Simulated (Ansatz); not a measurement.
An Ansatz input:

```yaml
crystal:
  lattice:
    - [12.0, 0.0, 0.0]
    - [0.0, 12.3, 0.0]
    - [0.0, 0.0, 12.6]
  atoms:
    - { symbol: F, position: [0.5, 0.5, 0.4445165476] }
    - { symbol: F, position: [0.5, 0.5, 0.5554834524] }
hamiltonian:
  xc: pbesol
  pseudopotentials:
    kind: paw
    azcp:
      F: "pseudopotentials/F.paw.azcp"
basis:
  ecutwfc: 420
  fft_grid_basis: typed
kpoints:
  mp_grid: { grid: [1, 1, 1], shift: [0, 0, 0] }
magnetization:
  spin_polarized: false
scf:
  occupations: { method: fermi_dirac, width: 0.01 }
```

Output

```
Warning: the record states the generating functional pbe (its physics header spells it `PBE`), which answers neither for hamiltonian.xc's functional nor for the pbesol family's — results may be inconsistent (PPs are generated against a specific XC)
Engine: ansatz 0.2.0, x86_64-unknown-linux-gnu
Pseudopotentials: kind: paw
Pseudopotential: F, paw, valence charge 7, recommended cutoff 420 eV (normal) 
Functional definition: PBEsol
  exchange = pbesol_x
  correlation = pbesol_c
Crystal: 2 atoms, lattice volume = 1859.760 Å³
Basis set: ecut = 420 eV, 36331 PW (Γ)
Bands: 11, of which v1, the nominal top of the filled ones, is band 7 counted from 1 (6 counted from 0)
Symmetry: 8 space group operations
Space group: Pmmm (ITA 47), of the structure as read, at distance tolerance 1.2e-4 Å
k-points: 1
Non-local potential: F, projectors of the file, l = 0: 2, l = 1: 2, l = 2: 1
PAW form: soft (Blöchl's): semilocal exchange-correlation on the pseudo side does not see the compensation charge
PAW frozen core: F, regenerated for the run's functional, and the local potential with it (the file was generated under x = pbe(κ = 0.804, μ = 0.2195149727645171), c = pbe(β = 0.06672455060314922))
PAW one-centre angular grid: F, 110 points (default); XC on 64 Gauss nodes
Initial density: superposition of atomic densities (neutral atoms: chi_scale 0, normalization atom), corrected by the library's trained network
Initial wavefunctions: pseudopotential atomic-orbital guess
Functional: x = pbesol(κ = 0.804, μ = 0.12345679012345678), c = pbesol(β = 0.046)
SCF iter   1: F=—  HF=-1595.288022 eV  |F-HF|=—  |Δ(HF+E_count)|=         —  Δρ=1.00e-3  dr2=7.30e-3  ethr=1.77e-3  ⟨swp⟩=5.0  Hψ=70  notcnv=0
SCF iter   2: F=—  HF=-1595.285977 eV  |F-HF|=—  |Δ(HF+E_count)|=   2.04e-3  Δρ=1.44e-4  dr2=1.35e-4  ethr=5.22e-5  ⟨swp⟩=3.0  Hψ=34  notcnv=0
SCF iter   3: F=—  HF=-1595.286231 eV  |F-HF|=—  |Δ(HF+E_count)|=   2.53e-4  Δρ=8.21e-5  dr2=2.67e-5  ethr=9.67e-7  ⟨swp⟩=5.0  Hψ=26  notcnv=0
SCF iter   4: F=—  HF=-1595.286464 eV  |F-HF|=—  |Δ(HF+E_count)|=   2.33e-4  Δρ=2.10e-5  dr2=2.64e-6  ethr=1.91e-7  ⟨swp⟩=5.0  Hψ=27  notcnv=0
iter 5 did not close the SCF: its close was put off for the readings that it lacked (scf_convergence_deferred on its scf_iter line)
SCF iter   5: F=-1595.286490 eV  HF=-1595.286488 eV  |F-HF|=1.53e-6  |Δ(HF+E_count)|=   2.44e-5  Δρ=2.99e-6  dr2=4.40e-8  ethr=1.89e-8  ⟨swp⟩=2.0  Hψ=19  notcnv=0
SCF iter   6: F=-1595.286490 eV  HF=-1595.286490 eV  |F-HF|=2.55e-8  |Δ(HF+E_count)|=   1.52e-6  Δρ=3.56e-7  dr2=9.13e-10  ethr=3.14e-10  ⟨swp⟩=1.0  Hψ=37  notcnv=0
SCF 1 converged in 6 iterations: F = -1595.286490 eV  dr2 = 9.13e-10
SCF converged after 6 iterations
Free energy (F): -1595.286490 eV
Harris-Foulkes:  -1595.286490 eV  (|F-HF|=2.55e-8)
Internal energy: -1595.286490 eV  (E = F + TS)
E sigma→0 (E₀):  -1595.286490 eV
Fermi energy:    -7.357540 eV
--- Per-component energies (eV) ---
  E_band       = -241.650343
  E_kinetic    = 403.446596
  E_local      = -3111.059285  (includes V_loc(G=0)·N_el)
  E_nonlocal   = 147.540933
  E_hartree    = 1322.241597
  E_xc         = -153.631147
  E_vxc        = -197.864741  (∫ρ·V_xc dr)
  E_paw        = -384.580746  (= ΣΔE_a)
  E_vpaw       = -128.202294  (= ΣTr[D̂ρ^β])
  E_aug_tail   = 0.004017  (compensation charges beyond the density's cutoff)
  E_ewald      = 180.666659
  E_core_change = 0.084885  (= ΣΔE_core)
  E_smearing   = -0.000000  (= −TS)
  E_closure    = -0.000000  (closes the sum)
  Σ components = -1595.286490   (vs F -1595.286490, Δ=0.00e0)
```
